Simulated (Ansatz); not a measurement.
SnH, quartet: the ladder up to full CI

Geometry: that of the SnH⁻, triplet, kept fixed. The doublet lies 1.7 eV lower here.

```xyz
2

Sn    0.0000    0.0000    0.0000
H     0.0000    0.0000    1.8112
```

Basis def2-SVPD with its core potentials; Ansatz 0.2.0. Correlated methods freeze the noble-gas cores and the filled d shells of p-block atoms, which leaves 5 electrons in 31 orbitals. Prefix R: restricted or restricted open-shell reference; prefix U: unrestricted. Active spaces: valence = (5e, 5o) chosen from the atoms' valence shells. No spin–orbit coupling is included; scalar relativity enters through the core potentials alone.

Full CI is exact within this basis and frozen core; it isn't the basis-set limit. The frozen core follows each run's orbitals, which can shift R against U totals by a few meV for light atoms and by up to 0.1 eV past Ca.

For open shells CISD and CISDTQ are restricted-active-space CI with the open shells as a complete middle space.

The UHF ⟨S²⟩ is 3.770 and the T1 diagnostic (RCCSD) is 0.0384. The largest doubles amplitude (RCCSD) is 0.077.

```csv
level,E − E(full CI) (meV),share of correlation (%),wall time
RHF,1806,0.00,–
RMP2,518,71.30,–
CISD,51,97.17,0.78 s
RCCSD,61,96.63,–
RCCSD(T),15,99.19,1.4 s
BCCD(T),15,99.16,0.87 s
RCCSDT,-1,100.03,–
CISDTQ,0,99.99,6 s
RCCSDT(Q),-1,100.08,2.6 s
CASSCF (valence space),1211,32.97,–
NEVPT2 (valence space),367,79.70,0.81 s
NEVPT4(SD) (valence space),61,96.62,1 s
MRCISD (valence space),57,96.84,–
MRCISD+Q (valence space),11,99.37,1 s
```

The correlation energy at full CI, counted from RHF, is -1.806 eV. That run took 11 s on 1 thread of Arm Neoverse V2, shared host over 243,572 determinants.

Run but not shown, since their state, orbitals or frozen core can't be matched to the reference's or they repeat it: UHF, UMP2, UCCSD, UCCSD(T), UCCSDT, UCCSDT(Q).

Times hold each run's SCF and search for its determinant on a shared host, so for small cases they say little of a method's own cost; they ran on 1 thread of Arm Neoverse V2. Some runs computed forces too.

The full-CI state has the irrep A2 of C2v, in the program's axes (one component, if the state is degenerate).

Natural occupations of full CI about the gap: 1.931 0.999 0.986 0.986 0.036 0.010 0.010 0.009 0.009 0.006; effectively unpaired electrons, Σ n²(2−n)², 3.02.
